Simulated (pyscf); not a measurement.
Cl–AlH–Cl + H atom (H•) → hydrogen chloride (HCl) + [HAl–Cl]• (atom transfer; doublet surface; Al–Cl broken, Cl–H formed). PySCF, gas phase, ωB97X-D3(BJ)/def2-SVP geometries. MP2 and CC: frozen core, UHF for open shells. ΔMP2 is the change of the MP2 total energy from the triple- to the quadruple-zeta basis. Energies in kcal/mol from the separated reactants.

| level | barrier | reaction energy |
|---|---|---|
| ωB97X-D3(BJ)/def2-TZVP | 24.8 | +17.1 |
| B3LYP-D3(BJ)/def2-TZVP | … | +11.1 |
| PBE0-D3(BJ)/def2-TZVP | 15.9 | +12.9 |
| ωB97M-D3(BJ)/def2-TZVP | 22.9 | +14.8 |
| HF/def2-TZVP | 39.8 | +17.3 |
| MP2/def2-QZVPP | 26.7 | +17.3 |
| CCSD(T)/def2-TZVPP + ΔMP2(QZVPP) | … | … |

**Question.** Fill in the missing entries.

**Answer.** 
- B3LYP-D3(BJ)/def2-TZVP, barrier: 14.7
- CCSD(T)/def2-TZVPP + ΔMP2(QZVPP), barrier: 22.2
- CCSD(T)/def2-TZVPP + ΔMP2(QZVPP), reaction energy: +13.2

Of the functionals in the table, ωB97M-D3(BJ) is closest to CCSD(T)/def2-TZVPP + ΔMP2(QZVPP) in the barrier (0.7 kcal/mol apart) and B3LYP-D3(BJ) least close (7.5 kcal/mol); that level has limits of its own. On the product side the descent ends in a complex, 7.5 kcal/mol under the separated species and 15.2 kcal/mol under the saddle at ωB97X-D3(BJ)/def2-TZVP. The same reactants have a lower exit, to [Cl–Al–Cl]• + H₂ (barrier +3.6 kcal/mol at ωB97M-D3(BJ), against +22.9 kcal/mol here). One saddle was located; it need not be the lowest between these sides. The angle at the transferred Cl is 136°. The CCSD(T) − MP2 part came from Ansatz, without density fitting, on the same reference.
